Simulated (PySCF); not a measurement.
Gas-phase reaction: 6 Cl + 3 C₃H₆ (propylene) = 2 CH₃CCl₃ + CH₃C(CH₃)₂CH₃

Computed with PySCF and rigid-rotor harmonic-oscillator thermochemistry at 1 bar. † marks an energy on the PBE0/def2-TZVP geometry and frequencies; other levels use their own. 6-31G* has spherical d functions here. Open shells (unrestricted): Cl (multiplicity 2); the rest are closed-shell singlets. Spin-orbit splitting is ignored; it lowers the true energy and changes the entropy of Cl. B3LYP is the form with VWN-RPA correlation.

```csv
level,"ΔH°(298 K), kJ"
B3LYP/6-31G*,[?]
BLYP/def2-TZVP†,[?]
HF/6-31G*,-632
PBE0/def2-TZVP,-1260
ωB97M-V/def2-TZVP†,-1284
```

Q: Complete the blanks.

A: 
- B3LYP/6-31G*, ΔH°(298 K), kJ: -1116
- BLYP/def2-TZVP†, ΔH°(298 K), kJ: -1068
